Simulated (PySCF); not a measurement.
propene (C3H6), SMILES C=CC.

Geometry: r2SCAN-D4/def2-TZVP.

Calculation: M06-2X/def2-TZVPD run with PySCF.

- total energy = -117.88428 hartree
- point group = Cs
- highest occupied level = -8.59 eV
- lowest empty level = 0.68 eV
- orbital gap = 9.27 eV
- dipole moment = 0.084 e·Å
- quadrupole, principal values (traceless, Buckingham form, about the centre of nuclear charge) = -2.83, 1.09, 1.74 D·Å
- mean static polarisability = 39.5 bohr³ (5.86 Å³)
- polarisability, principal values = 31.5, 36.6, 50.5 bohr³
